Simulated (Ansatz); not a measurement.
The input, for Ansatz 0.2.0:

```yaml
crystal:
  periodic: [false, false, false]
  atoms:
    - {symbol: Al, position_ang: [0.000000, 0.000000, -0.495142]}
    - {symbol: Al, position_ang: [0.000000, 0.000000, 1.804870]}
    - {symbol: H, position_ang: [0.000000, 0.000000, -4.689142]}
    - {symbol: H, position_ang: [0.000000, 0.000000, 3.379413]}
basis:
  gaussian: {orbitals: 6-31G, occupation: {up: {"A1": 10, "B1": 3, "B2": 2}, down: {"A1": 9, "B1": 2, "B2": 2}}}
magnetization: {spin_polarized: false, initial_magnetization: 2}
correlation: {method: fci, electrons: outside_noble_gas}
```

```sh
$ ansatz run in.yaml --threads 1 --pin off --events-out ev --progress --plain --max-ram 2393MiB
```

The program prints:

```
582 factors; integrals over basis functions are off by at most 8.2e-8 eV
mean field evaluation 1: about -13185.3885 eV, gradient 1.3e1 eV
mean field evaluation 2: about -13188.5520 eV, gradient 5.2e0 eV
mean field evaluation 4: about -13191.1499 eV, gradient 7.7e-1 eV
mean field evaluation 8: about -13191.1700 eV, gradient 5.0e-4 eV
mean field -13191.17001038 eV, -484.7665565854 hartree, gradient 6.5e-6 eV, S^2 2.000000; 0 other end points of the search recorded, 0 dependent functions left out
mean field evaluation 16: about -13189.9740 eV, gradient 4.6e0 eV
mean field evaluation 32: about -13191.4031 eV, gradient 1.1e-2 eV
unrestricted determinant -13191.40306983 eV, -484.7751213620 hartree, S^2 2.6595
10 core orbitals not correlated: weight in the atoms' cores, before any rotation towards them, 1.000 or more for the frozen orbitals, at most 0.000 for the correlated occupied ones
reference -13191.17001038 eV, -484.7665565854 hartree; 5, 3 occupied and 15, 17 virtual orbitals, 582 factors
state -13193.37794070 eV, -484.8476965279 hartree
Total energy: -13193.37794070 eV, -484.8476965279 hartree
```

Natural occupations: 1.9617 1.9472 1.8537 0.9997 0.9870 0.0840 0.0533 0.0452 0.0231 0.0150 0.0084 0.0062 0.0060 0.0047 0.0015 0.0014 0.0011 0.0004 0.0002 0.0000.

Ran on 1 thread of Arm Neoverse V2, shared host: 12 s wall, 0.48 GiB peak host memory.
